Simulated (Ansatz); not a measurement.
bcc W, treated with rVV10 (Ansatz, a first-principles code, plane waves, PAW).

Numerical settings: plane-wave cutoff 500 eV, 32×32×32 k mesh, Fermi–Dirac smearing 0.1 eV, no spin polarisation, scalar-relativistic PAW data made under PBE.

Computed at the level's own relaxed cell.

**Question.** Estimate the volume per atom and equilibrium lattice constant a that the calculation returns.

**Answer.** 
* **volume per atom**: 16.43 Å³/atom
* **equilibrium lattice constant a**: 3.203 Å

Measured, for comparison: equilibrium volume per atom 15.78 Å³/atom, lattice constant a 3.16 Å (static lattice: zero-point anharmonic expansion removed; as tabulated in Mejia-Rodriguez and Trickey (2018), arXiv:1807.09216). Computed (rounded) less measured: equilibrium volume per atom +4.1 %, lattice constant a +1.4 %.

Spin–orbit coupling is not included.

Computing time: about 110 core-seconds (a rough figure).
